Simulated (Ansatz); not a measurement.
# F, F2 molecule: geometry optimisation

All numbers below come from DFT, BLYP, plane waves (420 eV) with PAW, scalar-relativistic (Ansatz 0.2.0). The PAW files were generated under PBE, with cores re-solved for the functional.

k-point mesh 1×1×1, Fermi-Dirac smearing 0.01 eV, no spin polarisation. The box is fixed.

Starting structure:

```cif
data_structure
_symmetry_space_group_name_H-M 'P 1'
_symmetry_Int_Tables_number 1
_cell_length_a 12.0000
_cell_length_b 12.3000
_cell_length_c 12.6000
_cell_angle_alpha 90.000
_cell_angle_beta 90.000
_cell_angle_gamma 90.000
_cell_volume 1859.76
loop_
_atom_site_label
_atom_site_type_symbol
_atom_site_fract_x
_atom_site_fract_y
_atom_site_fract_z
_atom_site_occupancy
F1 F 0.50000 0.50000 0.44365 1
F2 F 0.50000 0.50000 0.55635 1
```

Question: What is the relaxed bond length?

Answer: 1.430 Å (start 1.420 Å).
